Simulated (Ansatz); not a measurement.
Geometry optimisation, UHF/6-31G* in Ansatz 0.2.0.

Input file:

```yaml
crystal:
  periodic: [false, false, false]
  atoms:
    - { symbol: O, position_ang: [-1.5954, -0.0803, 0.1092] }
    - { symbol: Al, position_ang: [-0.0181, -0.8802, 0.0556] }
    - { symbol: O, position_ang: [1.4441, -0.0171, 0.6786] }
    - { symbol: H, position_ang: [-1.6242, 0.4514, -0.7728] }
    - { symbol: H, position_ang: [1.8435, 0.4525, -0.1119] }
magnetization:
  spin_polarized: true
  initial_magnetization: 1
basis:
  gaussian: { orbitals: "6-31G*" }
hamiltonian:
  xc: hf
relax:
  f_tol: 0.02
  max_steps: 40
```

Run as:

```bash
$ ansatz run input.yaml --threads 1 --pin off --max-ram 2048MiB --backend cpu --events-out ev --progress --plain --runs-dir out
```

Problem. Where does it end, and by what steps?

Solution. It converged. After 13 steps the energy has fallen by 0.864 eV; O3 moved furthest, 0.69 Å.

```
step  energy less start (eV)  largest force component (eV/Å)  accepted
   0                  0.0000                           3.273       yes
   1                 -0.3547                           1.842       yes
   2                 -0.5138                           0.455       yes
   3                 -0.5651                           0.370       yes
   4                 -0.6801                           0.227       yes
   5                 -0.6400                           3.049        no
   6                 -0.7322                           0.332       yes
   7                 -0.7734                           1.041       yes
   8                 -0.8387                           0.335       yes
   9                 -0.8493                           0.251       yes
  10                 -0.8532                           1.023       yes
  11                 -0.8634                           0.114       yes
  12                 -0.8638                           0.048       yes
  13                 -0.8640                           0.008       yes
```

```xyz
5
Properties=species:S:1:pos:R:3
O -1.569 -0.322 -0.206
Al 0.009 -0.832 0.155
O 1.238 0.344 0.122
H -1.774 0.577 -0.420
H 2.145 0.160 0.308
```

Whether the end is a true minimum wasn't checked by a vibrational analysis.

The run took 18 s on 1 CPU thread of a shared host.
